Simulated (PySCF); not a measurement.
# C3H5N3: the cost of one run

Computed with PySCF 2.14.0, with density-fitted response routines of our own, on a single molecule in the gas phase. Atoms count from 0, in the outputs and in this text.

## Step 1: Starting geometry

11 atoms, charge 0, multiplicity 1; geometry from: GFN2-xTB. The atoms were then displaced at random by about 0.01 Å, so the start is not that level's minimum.

Bonds of the start (Å): C0–N1 1.41, N1–N2 1.30, N2–C3 1.38, C3–C4 1.39, C4–N5 1.33, N5–N1 1.32, C0–H6 1.10, C0–H7 1.06, C0–H8 1.10, C3–H9 1.05, C4–H10 1.07.

## Step 2: Relaxing the molecule at PBE0-D3(BJ)/def2-SVP

What the job is given:

```
{"job": {"xc": "PBE0", "basis": "def2-SVP", "d3": "d3bj", "grid": 1, "shake": 0.01, "kind": "geom"}, "charge": 0, "multiplicity": 1}
C     -1.782150    -0.061710    -0.015130
N     -0.377770    -0.009850    -0.014920
N      0.331220    -1.082900     0.170670
C      1.639290    -0.653030     0.125920
C      1.578980     0.715060    -0.111770
N      0.309620     1.102570    -0.187480
H     -2.186860     0.407000     0.896660
H     -2.101620    -1.069600    -0.090100
H     -2.177090     0.531960    -0.855060
H      2.430200    -1.324650     0.263190
H      2.374290     1.419330    -0.197640
```

Launch:

```
$ OMP_NUM_THREADS=1 python probes_run.py task.json out
```

One launch serves the whole session: the jobs run in the order shown.

Q: Estimate the wall time and peak memory of this first job on 1 thread of Arm Neoverse V1, shared host.

About 32 s, with a peak of 0.45 GiB.
